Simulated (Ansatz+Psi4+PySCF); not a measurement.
**doublet OH: levels of theory in one basis**

```xyz
2

O     0.0000    0.0000    0.1069
H     0.0000    0.0000   -0.8551
```

Basis set: cc-pVTZ (spherical functions). Correlated methods keep 1 orbital frozen. Correlation on ROHF uses semicanonical orbitals with singles. Charge 0, multiplicity 2.

Computed with Ansatz (development build ahead of 0.2.0) and Psi4 1.11; each method stands on the lowest determinant of its kind that the runs found.

| method | E − E(ROHF) (eV) | <S²> of the determinant |
| --- | --- | --- |
| ROHF | 0.00 | 0.75 |
| UHF | -0.13 | 0.76 |
| ROHF-MP2 | -5.57 | – |
| UHF-MP2 | -5.56 | 0.76 |
| ROHF-CCSD | -5.93 | – |
| UHF-CCSD | -5.93 | 0.76 |
| ROHF-CCSD(T) | -6.07 | – |
| UHF-CCSD(T) | -6.07 | 0.76 |
